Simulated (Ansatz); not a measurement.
# CH6OSi: the cost of one run

Method: RKS BLYP/6-31G*, in Ansatz 0.2.0.

## Step 1: The system as given

Bond lengths: Si1–H2 1.460 Å, Si1–H3 1.460 Å, Si1–H4 1.459 Å, Si1–O5 1.679 Å, O5–C6 1.420 Å, C6–H7 1.110 Å, C6–H8 1.110 Å, C6–H9 1.110 Å. Angles: H2–Si1–H3 109.5°, H2–Si1–H4 109.5°, H2–Si1–O5 109.5°, H3–Si1–H4 109.5°, H3–Si1–O5 109.5°, H4–Si1–O5 109.5°, Si1–O5–C6 125.0°, O5–C6–H7 109.5°, O5–C6–H8 109.5°, O5–C6–H9 109.5°, H7–C6–H8 109.4°, H7–C6–H9 109.4°, H8–C6–H9 109.4°.

Coordinates:

```xyz
9

Si    0.0000    0.0000    0.0000
H     0.0000    0.0000    1.4600
H     1.3768    0.0000   -0.4862
H    -0.6877    1.1914   -0.4862
O    -0.7913   -1.3709   -0.5594
C    -1.5365   -2.2685    0.2501
H    -1.2251   -2.1576    1.3097
H    -2.6187   -2.0400    0.1571
H    -1.3490   -3.3106   -0.0830
```

## Step 2: Relaxing the start

input.yaml reads:

```yaml
crystal:
  periodic: [false, false, false]
  atoms:
    - { symbol: Si, position_ang: [0.0, 0.0, 0.0] }
    - { symbol: H, position_ang: [0.0, 0.0, 1.46] }
    - { symbol: H, position_ang: [1.3768, 0.0, -0.4862] }
    - { symbol: H, position_ang: [-0.6877, 1.1914, -0.4862] }
    - { symbol: O, position_ang: [-0.7913, -1.3709, -0.5594] }
    - { symbol: C, position_ang: [-1.5365, -2.2685, 0.2501] }
    - { symbol: H, position_ang: [-1.2251, -2.1576, 1.3097] }
    - { symbol: H, position_ang: [-2.6187, -2.04, 0.1571] }
    - { symbol: H, position_ang: [-1.349, -3.3106, -0.083] }
basis:
  gaussian: { orbitals: "6-31G*" }
hamiltonian:
  xc: blyp
relax:
  f_tol: 0.02
  max_steps: 40
```

Run with:

```
ansatz run input.yaml --threads 1 --pin off --max-ram 2048MiB --backend cpu --events-out ev --progress --plain --runs-dir out
```

Q: Estimate wall time and peak memory on 1 thread of Arm Neoverse V2, shared host.

About 18 s, with a peak of 0.12 GiB.
